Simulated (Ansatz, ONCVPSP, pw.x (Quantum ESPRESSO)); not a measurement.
**Equation-of-state test of one ONCV potential (Sr (Z = 38))**

ONCVPSP 4.0.1.1 (patched build) input, shortened (lines: element, Z, core and valence counts, functional; n l f; lmax; l rc ep ncon nbas qcut; lloc lpopt rc5 dvloc0; l nproj debl; icmod fcfact rcfact), PBE, scalar-relativistic:

```
  Sr 38.00    6    3        4      upf
    1    0    2.00
    2    0    2.00
    2    1    6.00
    3    0    2.00
    3    1    6.00
    3    2   10.00
    4    0    2.00
    4    1    6.00
    5    0    2.00
    2
    0    2.55    0.00    4    8    3.80
    1    2.55    0.00    4    7    5.90
    2    2.00    0.17    4    8    5.70
    2    5    2.00    0.00
    0    3    2.00
    1    1    3.60
    2    0    2.50
    3    5.00    1.20
```

In the d channel the program set the typed energies aside and used 0.050 Ha.

Crystal test: fcc Sr in pw.x 7.5, no spin, 10³ k-points, Fermi–Dirac smearing 0.01 Ry, cutoffs 50/200 Ry. The reference is all-electron LAPW (Ansatz 0.2.0) with the same functional, mesh and smearing; V0 and B0 come from Birch–Murnaghan fits to the pressures at five volumes. Errors are pseudo minus all-electron; Δ is the rms difference of the E(V) curves that follow from these fits, minima aligned, over ±6 % about the mean V0. Mesh and smearing are coarse, so the numbers serve the comparison and aren't converged zero-temperature values; the lattice is a test structure that the element need not adopt.

All-electron: a0 = 6.043 Å (V0 = 55.17 Å³/atom), B0 = 11.8 GPa.

Problem. How far does the potential miss the all-electron equation of state?

Solution. mean pressure error (GPa): -0.03; a0 (Å): 6.038; a0 error (%): -0.09; B0 error (%): +0.6; Δ (meV/atom): 0.4.

```tsv
V (Å³/atom)	P all-electron (GPa)	P pseudo (GPa)
52.388	0.67	0.63
53.766	0.32	0.29
55.145	0.01	-0.02
56.524	-0.28	-0.30
57.902	-0.53	-0.56
```

Problem. At the middle volume, how do free energy and pressure move when the wave cutoff is lowered (ecutrho kept at four times it)?

Solution.

```json
{"cutoff (Ry)": "22", "shift of F (meV/atom)": "+14.3", "shift of P (GPa)": "-0.27"}
{"cutoff (Ry)": "30", "shift of F (meV/atom)": "+0.6", "shift of P (GPa)": "-0.00"}
{"cutoff (Ry)": "40", "shift of F (meV/atom)": "+0.2", "shift of P (GPa)": "+0.00"}
```

The run at the middle volume (47 k-points, 7 iterations) took about 16 s on one core of a shared host (Neoverse-V2, 96 threads, 742 GiB, load 56).
